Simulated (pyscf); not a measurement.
`[AsH2][GaH][AsH2]` + `[H][H]` → `[GaH2][AsH2]` + `[AsH3]`, a four-centre exchange (singlet surface; As–Ga, H–H broken, Ga–H, As–H formed). Single points on ωB97X-D3(BJ)/def2-SVP structures (PySCF, gas phase). Energies in eV from the separated reactants.

Small-basis levels: PySCF, no dispersion term, spherical d functions. AM1 to PM7: differences of heats of formation from MOPAC, which are fitted to 298 K values and so differ in kind from electronic energies by zero-point and thermal terms. GFN2-xTB: tblite. 

```tsv
level	barrier	reaction energy
HF/STO-3G	2.67	+0.45
MP2/6-31G*+LANL2DZ	2.12	+0.47
BP86/6-31G*+LANL2DZ	1.47	+0.46
B3LYP/6-31G*+LANL2DZ	1.72	+0.36
M06-2X/6-31G*+LANL2DZ	1.62	+0.50
B3LYP/6-311+G**+LANL2DZ	1.46	+0.20
PBE/def2-SVP	1.06	+0.42
B3LYP/def2-SVP	1.37	+0.31
GFN2-xTB	0.91	-0.32
AM1	-0.33	+0.99
PM3	0.25	+1.36
PM6	2.72	+1.61
ωB97M-D3(BJ)/def2-TZVP	1.39	+0.41
```

Against the last row the barrier runs from -1.71 (AM1) to +1.34 eV (PM6). At AM1, PM3 this geometry lies under one side, so the entry may be no barrier of that level: it is a single point on another level's saddle. ωB97M-D3(BJ)/def2-TZVP has limits of its own. On the product side the descent ends in a complex (not fully relaxed), 0.23 eV under the separated species and 1.02 eV under the saddle at ωB97X-D3(BJ)/def2-TZVP. At the saddle there is also a short Ga–H contact that neither side keeps. One saddle was located; it need not be the lowest between these sides. In the def2 sets elements up to Kr have no core potential.
